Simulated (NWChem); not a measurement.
System: nitrous oxide (N₂O); SMILES N#[N+][O-]

Here is an NWChem input.

```
start job
memory heap 200 mb stack 900 mb global 1100 mb
geometry units angstroms noautoz
  N     -1.192948    -0.021637     0.019089
  N     -0.067276    -0.001222     0.001077
  O      1.105420     0.020051    -0.017689
end
basis spherical
  * library 3-21g
end
dft
  xc b3lyp
  iterations 150
  mulliken
end
task dft energy
```

Coordinates come from a PBE0/def2-SVP optimisation.

Question: Predict the main results of this run. (B3LYP/3-21G.) Quantities: basis functions; energy (Ha); highest occupied level (eV); orbital gap (eV).

Answer: 
```
Item                          Result
---------------------------  -------
number of basis functions         27
energy (Ha)                  -183.60
highest occupied level (eV)    -8.87
orbital gap (eV)                8.70
```
